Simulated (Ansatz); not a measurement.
A calculation with Ansatz (development build ahead of 0.2.0).

```yaml
crystal:
  periodic: [false, false, false]
  atoms:
    - { symbol: S, position_ang: [0.0, 0.0, 0.0] }
    - { symbol: Cl, position_ang: [0.0, 0.0, 4.242] }
    - { symbol: "N", position_ang: [0.0, 3.5295, -0.9457] }
basis:
  gaussian: { orbitals: pcseg-2 }
magnetization:
  initial_magnetization: 2
hamiltonian:
  xc: pbe
```

The input is written out in the form of the current development build from the run's settings.

The run gave:

| Property | Result |
| --- | --- |
| Converged | yes |
| Total energy | -912.37254 hartree |
| Spin squared of the determinant | 2.000 |
| Stability test | minimum among restricted orbitals |

Caution: stretched shape with no unrestricted run beside it, a lower state can exist; charge can spread falsely over distant fragments; other spin multiplicities may lie lower.
